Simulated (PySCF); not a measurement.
Molecule: `O=C=NC=C`, C3H3NO.

Bonds (- single, = double, # triple, : aromatic): C1=C2 1.337 Å, C2-N3 1.376 Å, N3=C4 1.199 Å, C4=O5 1.169 Å. C1 carries H6, H7; C2 carries H8. H7 is cis to N3; H6 is trans to N3.

Geometry PBE0-D3(BJ)/def2-SVP throughout; GIAO in PySCF 2.14, gas phase, one conformer, non-relativistic; equivalent atoms averaged; functional PBE0.

Problem. How do the absolute shieldings σ depend on the basis set? (ppm; last column core-seconds on 1 thread of an Arm Neoverse V1, shared host)

Solution. 
| basis set | functions | C2 | C1 | C4 | N3 | O5 | H6 | H8 | H7 | core-s |
| --- | --- | --- | --- | --- | --- | --- | --- | --- | --- | --- |
| STO-3G | 28 | 128.5 | 129.2 | 146.1 | 265.2 | 211.6 | 27.14 | 27.20 | 27.52 | 1.6 |
| 6-31G | 51 | 78.0 | 84.3 | 85.2 | 211.8 | 174.7 | 27.03 | 26.64 | 27.16 | 3.2 |
| 6-31G* | 76 | 74.6 | 81.9 | 82.1 | 214.9 | 190.8 | 26.81 | 26.46 | 26.84 | 4.2 |
| def2-SVP | 85 | 70.3 | 79.5 | 77.8 | 212.5 | 187.1 | 26.25 | 26.04 | 26.22 | 4.4 |
| 6-311+G(2d,p) | 153 | 56.0 | 67.3 | 60.7 | 204.0 | 173.4 | 26.23 | 25.79 | 26.19 | 8.7 |
| def2-TZVP | 173 | 55.0 | 66.8 | 61.6 | 204.0 | 171.1 | 26.19 | 25.76 | 26.19 | 11 |

Problem. Which nucleus moves most, in ppm?

Solution. C4 (central carbon of a heterocumulene): from 60.7 ppm with 6-311+G(2d,p) to 146.1 ppm with STO-3G. The smallest spread is 0.95 ppm, at H6. Proton shifts span only some 12 ppm, so a few tenths of a ppm matter as much there as several ppm in carbon.

Problem. Taking the largest basis, def2-TZVP (173 functions), as the yardstick, rank the others by their worst heavy-atom deviation.

Solution. 6-311+G(2d,p) 2.3 ppm (153 functions), def2-SVP 16.2 ppm (85 functions), 6-31G* 20.6 ppm (76 functions), 6-31G 23.6 ppm (51 functions), STO-3G 84.6 ppm (28 functions).

A small basis that lands close on one nucleus may do so by chance; judge by the trend and by all nuclei.
